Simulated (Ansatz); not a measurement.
Reaction (SMILES): [CH2]Cl (CH2-Cl) → C atom + Cl atom + 2 H atom
B3LYP-D3(BJ)/def2-TZVP geometries, fixed; electronic energies without zero-point terms.

Basis-set convergence of the atomisation energy at PBE with Ansatz (an electronic-structure program). Cartesian d functions, on some or all atoms, in 6-31G*, 6-31+G*, 6-311+G**; all else is spherical. The program fits the integrals of some runs and decomposes those of others, by size. Open shells are unrestricted. No added dispersion term, no relativity. Functions are those of the species that has most. Reference: the value in pcseg-4, 297.99 kcal/mol, itself unsure by roughly 0.04 kcal/mol (its mean distance from aug-pcseg-3, aug-cc-pV(Q+d)Z, cc-pV(5+d)Z).

| basis | functions | atomisation energy (kcal/mol) |
|---|---|---|
| 6-31G | 26 | (withheld) |
| def2-SV(P) | 36 | (withheld) |
| 6-31G* | 38 | 295.70 |
| 6-31+G* | 46 | (withheld) |
| 6-311+G** | 65 | 293.91 |
| def2-TZVP | 80 | 297.43 |
| jun-cc-pV(T+d)Z | 115 | 297.60 |
| def2-TZVPPD | 122 | (withheld) |
| pcseg-3 | 190 | 297.95 |

Task: Some entries are withheld; supply them.

Result: 
- 6-31G, atomisation energy (kcal/mol): 279.91
- def2-SV(P), atomisation energy (kcal/mol): 293.80
- 6-31+G*, atomisation energy (kcal/mol): 293.59
- def2-TZVPPD, atomisation energy (kcal/mol): 298.05
